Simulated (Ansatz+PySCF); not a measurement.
Values are calculated unless marked as measured or tabulated.
# Several solutions for singlet CHO(+)

```json
{"atom": "H", "x (Å)": "0.0000", "y (Å)": "0.0000", "z (Å)": "-1.6262"}
{"atom": "C", "x (Å)": "0.0000", "y (Å)": "0.0000", "z (Å)": "-0.5149"}
{"atom": "O", "x (Å)": "0.0000", "y (Å)": "0.0000", "z (Å)": "0.5895"}
```

Basis set: def2-SVP (spherical functions). Charge 1, multiplicity 1.

CASSCF(10,9) was run from several starts with Ansatz (development build ahead of 0.2.0) and PySCF 2.14.0. The starts are those of the Hartree–Fock orbitals from which the active space was taken at the frontier.

```json
{"run": "A", "program": "Ansatz", "start": "stability test followed", "converged": "yes", "energy (hartree)": "-113.03820", "<S²>": "0.00"}
{"run": "B", "program": "PySCF", "start": "program defaults", "converged": "yes", "energy (hartree)": "-113.03820", "<S²>": "0.00"}
{"run": "C", "program": "Ansatz", "start": "search for the lowest state", "converged": "yes", "energy (hartree)": "-113.04188", "<S²>": "0.00"}
{"run": "D", "program": "Ansatz", "start": "atomic start, no search", "converged": "yes", "energy (hartree)": "-113.03820", "<S²>": "0.00"}
```

Q: Which runs reached the lowest solution of this kind, and what is wrong with the others?

A: C reached the lowest solution found. Converged but too high: A by 0.10 eV, B by 0.10 eV, D by 0.10 eV. Convergence only shows a stationary point; in CASSCF the end hangs on which orbitals enter the active space. Caution: other starts end on other solutions of this active space.
